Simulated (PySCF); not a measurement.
Species: C4H10N (charge +1).
SMILES with atom numbers: `[CH2:1]=[CH:2][CH2:3][NH2+:4][CH3:5]` (hydrogens: H6, H7 on C1; H8 on C2; H9, H10 on C3; H11, H12 on N4; H13, H14, H15 on C5)

Geometry (GFN2-xTB, Å), atoms numbered from 1 in this order:
```
atom  x, y, z in Å
C1     2.1114    0.1953    0.8889
C2     1.6922    0.0713   -0.3557
C3     0.2710   -0.0488   -0.8239
N4    -0.7141   -0.0150    0.2879
C5    -2.1134   -0.1301   -0.1640
H6     3.1622    0.2741    1.1021
H7     1.4711    0.2268    1.7562
H8     2.4030    0.0477   -1.1683
H9     0.1455   -0.9880   -1.3704
H10    0.0449    0.7695   -1.5136
H11   -0.5836    0.8651    0.8033
H12   -0.4909   -0.7815    0.9358
H13   -2.2559   -1.0694   -0.6951
H14   -2.7928   -0.0998    0.6854
H15   -2.3551    0.6908   -0.8366
```

The closed-shell SCF was solved with PySCF and density fitting under several settings on one GFN2-xTB geometry (grid level 2 and gas phase unless stated).

| settings | basis functions | SCF cycles | E (Eh) | HOMO (eV) | LUMO (eV) |
| --- | --- | --- | --- | --- | --- |
| PBE0/pcSseg-1 | 135 | 13 | -212.6343 | -12.32 | -4.47 |
| PBE0/def2-SVPD | 180 | 13 | -212.5234 | -12.33 | -4.59 |

Estimate the rows for these settings: (1) PBE0/pcseg-1, IEF-PCM acetonitrile, fitting basis def2-universal-jkfit; (2) BHandHLYP/pcJ-1, IEF-PCM tetrahydrofuran.

```csv
settings,basis functions,SCF cycles,E (Eh),HOMO (eV),LUMO (eV)
"PBE0/pcseg-1, IEF-PCM acetonitrile, fitting basis def2-universal-jkfit",120,10,-212.7180,-8.16,-0.03
"BHandHLYP/pcJ-1, IEF-PCM tetrahydrofuran",235,12,-212.8874,-9.53,0.75
```

Over all rows, what range does the HOMO–LUMO gap span?

From 7.74 eV (PBE0/def2-SVPD) to 10.28 eV (BHandHLYP/pcJ-1, IEF-PCM tetrahydrofuran). The functional of the narrowest has 25 % exact exchange, that of the widest 50 % exact exchange.

Compare two rows with the functional PBE0: PBE0/pcSseg-1 and PBE0/def2-SVPD. Which energy is lower, and by how much?

PBE0/pcSseg-1 (135 functions) lies 0.1109 Eh or 70 kcal/mol below PBE0/def2-SVPD (180 functions). The smaller set gives the lower energy; the two sets aren't nested, so the variational bound doesn't order them by size.

Whole jobs, the steps after the SCF included, on Arm Neoverse V1, one thread, no GPU, shared host:

```csv
settings,work after the SCF,wall time,peak memory
PBE0/pcSseg-1,"shieldings, charges and field gradients",11 s,0.65 GiB
PBE0/def2-SVPD,"6 singlets by full TDDFT, 2 Tamm–Dancoff triplets, polarisability",17 s,0.74 GiB
"PBE0/pcseg-1, IEF-PCM acetonitrile, fitting basis def2-universal-jkfit","3 singlets by TDA, 2 Tamm–Dancoff triplets, polarisability",9.0 s,0.69 GiB
"BHandHLYP/pcJ-1, IEF-PCM tetrahydrofuran","12 singlets by full TDDFT, 2 Tamm–Dancoff triplets, polarisability",34 s,1.1 GiB
```

Cycle counts include a coarse-grid stage where the run had one. Geometry: GFN2-xTB, one conformer.
